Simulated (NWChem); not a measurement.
# C2H6S2 (dimethyl disulfide): levels of theory compared

Wanted: a comparison of 6 runs (HF/def2-SVP, r2SCAN/3-21G, r2SCAN/6-31G, CAM-B3LYP/6-31+G*, PBE0/def2-SVP, TPSSh/def2-SVPD) of C2H6S2 (dimethyl disulfide). 

Program for the calculation: NWChem 7.3.0.

**1. Starting point**

C2H6S2: 10 atoms, total charge 0, spin state singlet. SMILES: `CSSC`. Geometry: relaxed at PBE0-D4/def2-TZVP. This is one conformer, not always the lowest.

Bond lengths: C1–S2 1.805 Å, S2–S3 2.027 Å, S3–C4 1.805 Å, C1–H5 1.090 Å, C1–H6 1.089 Å, C1–H7 1.093 Å, C4–H8 1.093 Å, C4–H9 1.090 Å, C4–H10 1.089 Å. Some angles: C1–S2–S3 103.4°, S2–S3–C4 103.4°, S2–C1–H5 111.3°, S2–C1–H6 110.5°, S2–C1–H7 106.2°, S3–C4–H8 106.2°, S3–C4–H9 111.3°, S3–C4–H10 110.6°, H5–C1–H6 110.3°, H5–C1–H7 109.0°.

**2. Energy and gradient at HF/def2-SVP (run 1)**

work.xyz reads:

```xyz
10

C     -1.051300     1.501800    -0.317200
S      0.740400     1.356700    -0.153900
S      0.967800    -0.119700     1.216900
C      0.915200    -1.624600     0.221900
H     -1.485400     0.595200    -0.738400
H     -1.506100     1.726500     0.646700
H     -1.228700     2.332500    -1.004300
H      1.095800    -2.452600     0.911400
H     -0.061400    -1.758100    -0.243200
H      1.696600    -1.608900    -0.536800
```

run.py reads:

```python
from ase.io import read
from ase.calculators.nwchem import NWChem

atoms = read('work.xyz')

calc = NWChem(
    label='work',
    theory='scf',
    memory='2200 mb',
    basis='def2-SVP',
    basispar='spherical bse',
    scf={'nopen': '0', 'rhf': None, 'thresh': '1e-08', 'maxiter': '80'},
)
atoms.calc = calc

forces = atoms.get_forces()
e = atoms.get_potential_energy()
print(f"E = {e:.6f} eV")
print("forces (eV/A):")
for s, f in zip(atoms.symbols, forces):
    print(f"{s:2s} {f[0]:10.5f} {f[1]:10.5f} {f[2]:10.5f}")
print("dipole (e A):", atoms.get_dipole_moment().round(4))
```

On the command line:

```bash
export ASE_NWCHEM_COMMAND="nwchem PREFIX.nwi > PREFIX.nwo"
python run.py
```

The program printed:

```text
E = -23782.012974 eV
forces (eV/A):
C    -0.22991    0.04098   -0.01975
S     0.17077    0.52461   -0.52908
S     0.06222   -0.35137    0.67687
C     0.00869   -0.20404   -0.12007
H    -0.00884    0.06397    0.04042
H    -0.00581   -0.02309   -0.06901
H     0.00489   -0.06999    0.05677
H    -0.01548    0.06124   -0.06361
H     0.07631   -0.01496    0.00113
H    -0.06284   -0.02736    0.02628
dipole (e A): [-0.3346 -0.2467 -0.2102]
```

The calculator wrote work.nwi:

```
title "work"

permanent_dir work

scratch_dir work

start work

geometry units angstrom nocenter noautosym noautoz
  C  -1.0512999999999999e+00 1.5018000000000000e+00 -3.1719999999999998e-01
  S  7.4039999999999995e-01 1.3567000000000000e+00 -1.5390000000000001e-01
  S  9.6779999999999999e-01 -1.1970000000000000e-01 1.2169000000000001e+00
  C  9.1520000000000001e-01 -1.6246000000000000e+00 2.2189999999999999e-01
  H  -1.4854000000000001e+00 5.9519999999999995e-01 -7.3839999999999995e-01
  H  -1.5061000000000000e+00 1.7264999999999999e+00 6.4670000000000005e-01
  H  -1.2286999999999999e+00 2.3325000000000000e+00 -1.0043000000000000e+00
  H  1.0958000000000001e+00 -2.4525999999999999e+00 9.1139999999999999e-01
  H  -6.1400000000000003e-02 -1.7581000000000000e+00 -2.4320000000000000e-01
  H  1.6966000000000001e+00 -1.6089000000000000e+00 -5.3680000000000005e-01
end

memory 2200 mb

basis spherical bse noprint
   * library def2-SVP
end

scf
  nopen 0
  rhf
  thresh 1e-08
  maxiter 80
end

task scf gradient
```

work.nwo:

```text
Northwest Computational Chemistry Package (NWChem) 7.3.0
             --------------------------------------------------------

           Job information
           ---------------

    nwchem branch   = 7.3.0
    use scalapack   = T
    input           = work.nwi
    prefix          = work.
    data base       = work/work.db
    status          = startup
    nproc           =        1

           Memory information
           ------------------

    heap     =     72089596 doubles =      550.0 Mbytes
    stack    =     72089601 doubles =      550.0 Mbytes
    global   =    144179200 doubles =     1100.0 Mbytes (distinct from heap & stack)
    total    =    288358397 doubles =     2200.0 Mbytes
    verify   = yes
    hardfail = no

[... 136 lines left out ...]
 Convergence threshold     :          1.000E-08
[... 12 lines left out ...]
       Final RHF  results
[... 3 lines left out ...]
      One-electron energy =  -1649.248984727593
[... 1 line left out ...]
 Nuclear repulsion energy =    223.208581037290
[... 43 lines left out ...]
                       ROHF Final Molecular Orbital Analysis
[... 224 lines left out ...]
                         RHF ENERGY GRADIENTS

    atom               coordinates                        gradient
                 x          y          z           x          y          z
   1 C      -1.986669   2.837990  -0.599421    0.004471  -0.000797   0.000384
   2 S       1.399153   2.563791  -0.290829   -0.003321  -0.010202   0.010289
   3 S       1.828877  -0.226200   2.299608   -0.001210   0.006833  -0.013163
[... 6 lines of this table left out ...]
  10 H       3.206109  -3.040380  -1.014405    0.001222   0.000532  -0.000511

                 ----------------------------------------
                 |  Time  |  1-e(secs)   |  2-e(secs)   |
                 ----------------------------------------
                 |  CPU   |       0.01   |       1.76   |
                 ----------------------------------------
                 |  WALL  |       0.01   |       1.76   |
                 ----------------------------------------

 Task  times  cpu:       11.9s     wall:       11.9s
 Total times  cpu:       11.9s     wall:       11.9s
```

It took 13 s on 1 thread of Intel Xeon Platinum 8488C (Sapphire Rapids), shared host; peak memory 0.1 GiB.

**3. Energy and forces at r2SCAN/3-21G (run 2)**

c2h6s2.nw reads:

```
start c2h6s2
title "C2H6S2"
memory stack 880 mb heap 220 mb global 1100 mb
charge 0
geometry noautosym nocenter noautoz
 C     -1.051300     1.501800    -0.317200
 S      0.740400     1.356700    -0.153900
 S      0.967800    -0.119700     1.216900
 C      0.915200    -1.624600     0.221900
 H     -1.485400     0.595200    -0.738400
 H     -1.506100     1.726500     0.646700
 H     -1.228700     2.332500    -1.004300
 H      1.095800    -2.452600     0.911400
 H     -0.061400    -1.758100    -0.243200
 H      1.696600    -1.608900    -0.536800
end
basis spherical bse
 * library 3-21G
end
dft
 xc r2scan
 grid xfine
 convergence energy 1e-08
 iterations 100
 mulliken
 print medium
end
task dft gradient
```

On the command line:

```bash
nwchem c2h6s2.nw > c2h6s2.out
```

The program printed:

```text
[...]
          Wavefunction type:  closed shell.
          No. of atoms     :    10
          No. of electrons :    50
[...]
          Charge           :     0
          Spin multiplicity:     1
[...]
          AO basis - number of functions:    56
[...]
              XC Information
              --------------
                      r^2SCAN Method XC Functional
               r^2SCAN metaGGA Exchange Functional  1.000
                     r^2SCAN Correlation Potential  1.000
[...]
 d= 0,ls=0.0,diis     1   -871.6071166543 -1.09D+03  1.76D-02  3.71D-01     2.6
[...]
 d= 0,ls=0.0,diis     8   -871.6452568759 -3.72D-10  1.81D-06  5.02D-09    18.4
         Total DFT energy =     -871.645256875881
      One electron energy =    -1644.660152940140
           Coulomb energy =      614.024532431710
    Exchange-Corr. energy =      -64.218217404741
 Nuclear repulsion energy =      223.208581037290
[...]
      Total Density - Mulliken Population Analysis
     ---------------------------------------------
    Atom       Charge   Shell Charges
 -----------   ------   -------------------------------------------------------
    1 C    6     6.93   1.99  0.36  1.63  1.23  1.72
    2 S   16    15.87   2.00  1.96  5.88  1.04  2.47  0.92  1.61
    3 S   16    15.87   2.00  1.96  5.88  1.04  2.47  0.92  1.61
    4 C    6     6.93   1.99  0.36  1.63  1.23  1.72
    5 H    1     0.74   0.46  0.28
    6 H    1     0.73   0.46  0.27
    7 H    1     0.73   0.46  0.27
    8 H    1     0.73   0.46  0.27
    9 H    1     0.74   0.46  0.28
   10 H    1     0.73   0.46  0.27
[...]
  wavefunction    = closed shell
                         DFT ENERGY GRADIENTS
    atom               coordinates                        gradient
                 x          y          z           x          y          z
   1 C      -1.986669   2.837990  -0.599421    0.030745  -0.002055   0.002916
   2 S       1.399153   2.563791  -0.290829   -0.026977  -0.054726   0.050915
   3 S       1.828877  -0.226200   2.299608   -0.009502   0.027800  -0.073854
   4 C       1.729477  -3.070049   0.419330    0.001347   0.025719   0.017259
   5 H      -2.806999   1.124765  -1.395374    0.001759   0.003013   0.001269
   6 H      -2.846116   3.262612   1.222086    0.001665  -0.000554  -0.003037
   7 H      -2.321906   4.407786  -1.897852    0.000696  -0.002144   0.001661
   8 H       2.070762  -4.634742   1.722296   -0.000544   0.002272  -0.001565
   9 H      -0.116029  -3.322327  -0.459581    0.003140   0.000612   0.001825
  10 H       3.206109  -3.040380  -1.014405   -0.002330   0.000062   0.002610
[...]
```

Run time: 24 s. Hardware: 1 thread of Intel Xeon Platinum 8488C (Sapphire Rapids), shared host; peak memory 0.14 GiB.

Run 3 isn't shown in full; the table further down has it.

**4. Energy and forces at CAM-B3LYP/6-31+G(d) (spherical functions) (run 4)**

c2h6s2.nw reads:

```
start c2h6s2
memory total 2200 mb
charge 0
geometry noautosym nocenter noautoz
   C     -1.051300     1.501800    -0.317200
   S      0.740400     1.356700    -0.153900
   S      0.967800    -0.119700     1.216900
   C      0.915200    -1.624600     0.221900
   H     -1.485400     0.595200    -0.738400
   H     -1.506100     1.726500     0.646700
   H     -1.228700     2.332500    -1.004300
   H      1.095800    -2.452600     0.911400
   H     -0.061400    -1.758100    -0.243200
   H      1.696600    -1.608900    -0.536800
end
basis spherical bse
   * library 6-31+G*
end
dft
   xc xcamb88 1.00 lyp 0.81 vwn_5 0.19 hfexch 1.00
   cam 0.33 cam_alpha 0.19 cam_beta 0.46
   grid fine
   convergence energy 1e-08
   direct
   maxiter 100
   mulliken
   noprint "final vectors analysis"
end
task dft gradient
```

On the command line:

```bash
nwchem c2h6s2.nw > c2h6s2.out
```

The program printed:

```text
[...]
          Wavefunction type:  closed shell.
          No. of atoms     :    10
          No. of electrons :    50
[...]
          Charge           :     0
          Spin multiplicity:     1
[...]
          AO basis - number of functions:    92
[...]
              XC Information
              --------------
                     Hartree-Fock (Exact) Exchange  1.000
                   CAM-Becke88 Exchange Functional  1.000
                      VWN V Correlation Functional  0.190 local
              Lee-Yang-Parr Correlation Functional  0.810
[...]
 d= 0,ls=0.0,diis     1   -876.0916134889 -1.10D+03  9.60D-03  3.56D-01     6.5
[...]
 d= 0,ls=0.0,diis     8   -876.1319831362 -3.86D-09  1.13D-06  2.64D-09    49.5
         Total DFT energy =     -876.131983136203
      One electron energy =    -1650.074026842086
           Coulomb energy =      615.204630726697
    Exchange-Corr. energy =      -64.471168058104
 Nuclear repulsion energy =      223.208581037290
[...]
  wavefunction    = closed shell
[...]
                         DFT ENERGY GRADIENTS
    atom               coordinates                        gradient
                 x          y          z           x          y          z
   1 C      -1.986669   2.837990  -0.599421    0.002666  -0.000487   0.000614
   2 S       1.399153   2.563791  -0.290829   -0.005683  -0.008852   0.008104
   3 S       1.828877  -0.226200   2.299608   -0.001673   0.003402  -0.012751
   4 C       1.729477  -3.070049   0.419330    0.000154   0.002566   0.001175
   5 H      -2.806999   1.124765  -1.395374    0.001714   0.000859   0.000407
   6 H      -2.846116   3.262612   1.222086    0.001714  -0.000243  -0.000924
   7 H      -2.321906   4.407786  -1.897852    0.001028  -0.000628   0.000493
   8 H       2.070762  -4.634742   1.722296   -0.000138   0.001300   0.000067
   9 H      -0.116029  -3.322327  -0.459581    0.000940   0.001111   0.001275
  10 H       3.206109  -3.040380  -1.014405   -0.000723   0.000972   0.001539
[...]
```

Run time: 76 s. Hardware: 1 thread of Intel Xeon Platinum 8488C (Sapphire Rapids), shared host; peak memory 0.12 GiB.

Run 5 isn't shown in full; the table further down has it.

**5. Energy and gradient at TPSSh/def2-SVPD (run 6)**

c2h6s2.nw reads:

```
start c2h6s2
memory stack 880 mb heap 220 mb global 1100 mb

geometry units angstroms noautosym nocenter noautoz
 C    -1.051300    1.501800   -0.317200
 S     0.740400    1.356700   -0.153900
 S     0.967800   -0.119700    1.216900
 C     0.915200   -1.624600    0.221900
 H    -1.485400    0.595200   -0.738400
 H    -1.506100    1.726500    0.646700
 H    -1.228700    2.332500   -1.004300
 H     1.095800   -2.452600    0.911400
 H    -0.061400   -1.758100   -0.243200
 H     1.696600   -1.608900   -0.536800
end

basis spherical bse
 * library def2-SVPD
end

dft
 xc xctpssh
 grid fine
 convergence energy 1e-08
 iterations 100
 mulliken
 print medium
end

task dft gradient
```

On the command line:

```bash
nwchem c2h6s2.nw > c2h6s2.out
```

The program printed:

```text
[...]
          Wavefunction type:  closed shell.
          No. of atoms     :    10
          No. of electrons :    50
[...]
          Charge           :     0
          Spin multiplicity:     1
[...]
          AO basis - number of functions:   142
[...]
              XC Information
              --------------
                  TPSS hybrid Method XC Functional
                     Hartree-Fock (Exact) Exchange  0.100
                  TPSS metaGGA Exchange Functional  0.900
             TPSS03 metaGGA Correlation Functional  1.000
[...]
 d= 0,ls=0.0,diis     1   -875.9228613005 -1.10D+03  5.94D-03  3.13D-01     5.9
[...]
 d= 0,ls=0.0,diis     8   -875.9594702371 -8.28D-10  1.81D-06  2.69D-08    43.1
         Total DFT energy =     -875.959470237139
      One electron energy =    -1649.553604661866
           Coulomb energy =      614.886708239478
    Exchange-Corr. energy =      -64.501154852041
 Nuclear repulsion energy =      223.208581037290
[...]
  wavefunction    = closed shell
                         DFT ENERGY GRADIENTS
    atom               coordinates                        gradient
                 x          y          z           x          y          z
   1 C      -1.986669   2.837990  -0.599421    0.003358  -0.000246   0.000307
   2 S       1.399153   2.563791  -0.290829   -0.007349  -0.010711   0.009731
   3 S       1.828877  -0.226200   2.299608   -0.002085   0.003730  -0.015682
   4 C       1.729477  -3.070049   0.419330    0.000159   0.002837   0.001920
   5 H      -2.806999   1.124765  -1.395374    0.002379   0.004465   0.002101
   6 H      -2.846116   3.262612   1.222086    0.002587  -0.001167  -0.004786
   7 H      -2.321906   4.407786  -1.897852    0.000909  -0.003871   0.003191
   8 H       2.070762  -4.634742   1.722296   -0.000858   0.003922  -0.003160
   9 H      -0.116029  -3.322327  -0.459581    0.004803   0.000844   0.002426
  10 H       3.206109  -3.040380  -1.014405   -0.003902   0.000197   0.003953
[...]
```

It took 60 s on 1 thread of Intel Xeon Platinum 8488C (Sapphire Rapids), shared host; peak memory 0.14 GiB.

**6. All runs side by side**

```csv
run,level,iteration cap,module,energy (Eh),dipole moment (D),HOMO energy (eV),LUMO energy (eV),wall time
1,HF/def2-SVP,80,scf,-873.972864,2.24,-9.45,4.31,13 s
2,r2SCAN/3-21G,100,dft,-871.645257,2.61,-5.89,-0.96,24 s
3,r2SCAN/6-31G,100,dft,-875.972053,2.63,–,–,31 s
4,CAM-B3LYP/6-31+G* (spherical functions),100,dft,-876.131983,2.26,–,–,76 s
5,PBE0/def2-SVP,100,dft,-875.519829,2.09,-6.64,0.21,19 s
6,TPSSh/def2-SVPD,100,dft,-875.959470,2.17,-6.17,-0.76,60 s
```

**7. Results**

| quantity | value |
| --- | --- |
| run 6: total energy | -875.95947 Eh |
| run 6: dipole moment | 2.17 D |
| run 6: HOMO energy | -6.17 eV |
| run 6: LUMO energy | -0.76 eV |
| run 6: HOMO–LUMO gap | 5.41 eV |
| run 6: largest force on an atom | 0.836 eV/Å |

The dipole moment (its size) runs from 2.09 D (PBE0/def2-SVP) to 2.63 D (r2SCAN/6-31G). The two ends differ in method and basis. Over runs 1, 2, 5, 6 the HOMO–LUMO gap runs from 4.93 eV (r2SCAN/3-21G) to 13.76 eV (HF/def2-SVP). Totals of different functionals can't be ranked against each other. All runs together took 3.7 min, the longest 76 s.
